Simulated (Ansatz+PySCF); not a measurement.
Values are calculated unless marked as measured or tabulated.
## PySCF 2.14.0 run

```python
from pyscf import gto, scf, cc

mol = gto.M(atom="""
C 0.000000 0.000000 0.000000
Mg 0.903400 1.204540 2.607900
""", basis='sto-3g', charge=0, spin=0)
mf = scf.RHF(mol)
mf.kernel()
mycc = cc.CCSD(mf, frozen=2).run()
et = mycc.ccsd_t()
print(mf.e_tot, mycc.e_corr, et, mycc.e_tot + et)
```

The script is written out from the run's settings.

Results

```yaml
Converged: yes
Reference_energy: -234.10958 hartree
CCSD_correlation_energy: -0.10615 hartree
Triples_correction: -0.00121 hartree
Total_energy: -234.21695 hartree
Spin_squared_of_the_determinant: 0.000
```

Caution: large amplitudes, a single reference is doubtful; another spin multiplicity may lie lower; an unrestricted determinant lies well below.
